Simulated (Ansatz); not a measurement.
Ansatz (an electronic-structure program) input for fluoroethene (C2H3F), SMILES C=CF, B3LYP-D3(BJ)/def2-TZVP. 

Ansatz 0.2 input:
```yaml
crystal:
  periodic: [false, false, false]
  atoms:
    - {symbol: C, position_ang: [0.19487238, -1.17316825, 0.00000000]}
    - {symbol: C, position_ang: [-0.43446076, -0.01911848, -0.00000000]}
    - {symbol: F, position_ang: [0.22525816, 1.14932560, 0.00000000]}
    - {symbol: H, position_ang: [1.26916823, -1.22503405, -0.00000001]}
    - {symbol: H, position_ang: [-0.35418629, -2.09506394, -0.00000000]}
    - {symbol: H, position_ang: [-1.50477517, 0.12988798, 0.00000000]}
basis:
  gaussian:
    orbitals: def2-TZVP
hamiltonian:
  xc: b3lyp
  dispersion: d3bj
relax: {f_tol: 0.002, max_steps: 200}
```

It prints:

```
Functional definition: B3LYP
integrals: 0.02 GiB planned
648 factors; their error is unknown
mean field: 0.28 GiB planned
mean field evaluation 1: about -4835.8480 eV, gradient 4.9e1 eV
mean field evaluation 2: about -4833.8894 eV, gradient 5.2e1 eV
mean field evaluation 4: about -4841.0351 eV, gradient 3.8e0 eV
mean field evaluation 8: about -4841.0590 eV, gradient 4.6e-2 eV
mean field evaluation 16: about -4841.0579 eV, gradient 5.1e-5 eV
mean field -4841.05789745 eV, -177.9055963442 hartree, gradient 5.1e-5 eV, S^2 0.000000; 0 other end points of the search recorded, 0 dependent functions left out
the calculation of the forces begins
reference -4841.05808579 eV, -177.9056032656 hartree; 12, 12 occupied and 99, 99 virtual orbitals, 648 factors
relax step   1: F+E_penalty+E_count = -4841.17194280 eV  Δ(F+E_penalty+E_count) = +0.000e0 eV  max|allowed force component| = 2.215e-1 eV/Å  Δτ_max = 0.0000 Å  (27 SCF iters, accepted)
these checks for a lower state are left out or cut short: starts, cluster_reference, orbital_swaps, neighbouring_geometries, increment
integrals: 0.02 GiB planned
648 factors; their error is unknown
mean field: 0.28 GiB planned
mean field -4841.06090619 eV, -177.9057069134 hartree, gradient 7.2e-6 eV, S^2 0.000000; 0 other end points of the search recorded, 0 dependent functions left out
the calculation of the forces begins
reference -4841.06109472 eV, -177.9057138420 hartree; 12, 12 occupied and 99, 99 virtual orbitals, 648 factors
relax step   2: F+E_penalty+E_count = -4841.17489017 eV  Δ(F+E_penalty+E_count) = -2.947e-3 eV  max|allowed force component| = 9.152e-2 eV/Å  Δτ_max = 0.0073 Å  (32 SCF iters, accepted)
these checks for a lower state are left out or cut short: starts, cluster_reference, orbital_swaps, neighbouring_geometries, increment
integrals: 0.02 GiB planned
648 factors; their error is unknown
mean field: 0.28 GiB planned
mean field evaluation 32: about -4841.0616 eV, gradient 7.2e-6 eV
mean field -4841.06155171 eV, -177.9057306358 hartree, gradient 7.2e-6 eV, S^2 0.000000; 0 other end points of the search recorded, 0 dependent functions left out
the calculation of the forces begins
reference -4841.06174028 eV, -177.9057375658 hartree; 12, 12 occupied and 99, 99 virtual orbitals, 648 factors
relax step   3: F+E_penalty+E_count = -4841.17551859 eV  Δ(F+E_penalty+E_count) = -6.284e-4 eV  max|allowed force component| = 2.931e-2 eV/Å  Δτ_max = 0.0068 Å  (32 SCF iters, accepted)
these checks for a lower state are left out or cut short: starts, cluster_reference, orbital_swaps, neighbouring_geometries, increment
integrals: 0.02 GiB planned
648 factors; their error is unknown
mean field: 0.28 GiB planned
mean field -4841.06159714 eV, -177.9057323056 hartree, gradient 7.2e-6 eV, S^2 0.000000; 0 other end points of the search recorded, 0 dependent functions left out
the calculation of the forces begins
reference -4841.06178570 eV, -177.9057392348 hartree; 12, 12 occupied and 99, 99 virtual orbitals, 648 factors
relax step   4: F+E_penalty+E_count = -4841.17556838 eV  Δ(F+E_penalty+E_count) = -4.979e-5 eV  max|allowed force component| = 8.821e-3 eV/Å  Δτ_max = 0.0024 Å  (32 SCF iters, accepted)
these checks for a lower state are left out or cut short: starts, cluster_reference, orbital_swaps, neighbouring_geometries, increment
integrals: 0.02 GiB planned
648 factors; their error is unknown
mean field: 0.28 GiB planned
mean field -4841.06160636 eV, -177.9057326442 hartree, gradient 7.2e-6 eV, S^2 0.000000; 0 other end points of the search recorded, 0 dependent functions left out
the calculation of the forces begins
reference -4841.06179490 eV, -177.9057395729 hartree; 12, 12 occupied and 99, 99 virtual orbitals, 648 factors
relax step   5: F+E_penalty+E_count = -4841.17557497 eV  Δ(F+E_penalty+E_count) = -6.591e-6 eV  max|allowed force component| = 7.153e-3 eV/Å  Δτ_max = 0.0018 Å  (32 SCF iters, accepted)
these checks for a lower state are left out or cut short: starts, cluster_reference, orbital_swaps, neighbouring_geometries, increment
integrals: 0.02 GiB planned
648 factors; their error is unknown
mean field: 0.28 GiB planned
mean field -4841.06160660 eV, -177.9057326530 hartree, gradient 7.2e-6 eV, S^2 0.000000; 0 other end points of the search recorded, 0 dependent functions left out
the calculation of the forces begins
reference -4841.06179514 eV, -177.9057395818 hartree; 12, 12 occupied and 99, 99 virtual orbitals, 648 factors
relax step   6: F+E_penalty+E_count = -4841.17557895 eV  Δ(F+E_penalty+E_count) = -3.975e-6 eV  max|allowed force component| = 1.619e-3 eV/Å  Δτ_max = 0.0008 Å  (32 SCF iters, accepted)
integrals: 0.02 GiB planned
648 factors; their error is unknown
mean field: 0.28 GiB planned
mean field evaluation 64: about -4841.0616 eV, gradient 7.2e-6 eV
mean field -4841.06160660 eV, -177.9057326530 hartree, gradient 7.2e-6 eV, S^2 0.000000; 1 other end points of the search recorded, 0 dependent functions left out
the calculation of the forces begins
reference -4841.06179514 eV, -177.9057395818 hartree; 12, 12 occupied and 99, 99 virtual orbitals, 648 factors
Total energy: -4841.17576749 eV, -177.9099279883 hartree
Atom 0 at     0.200536    -1.173978    -0.000000 Å, force    -0.000428    -0.001157    -0.000000 eV/Å
Atom 1 at    -0.432471    -0.018667    -0.000000 Å, force     0.000204    -0.000598     0.000000 eV/Å
Atom 2 at     0.223382     1.158407    -0.000000 Å, force     0.000041     0.001619    -0.000000 eV/Å
Atom 3 at     1.280155    -1.228343    -0.000000 Å, force    -0.000354     0.000413     0.000000 eV/Å
Atom 4 at    -0.369926    -2.090811    -0.000000 Å, force     0.000096    -0.000443    -0.000000 eV/Å
Atom 5 at    -1.505799     0.120220     0.000000 Å, force     0.000441     0.000166     0.000000 eV/Å
Dipole moment:    -0.159399    -0.247014     0.000000 e Å
```

Self-consistency was reached.

Cost: very roughly 18 core-seconds.
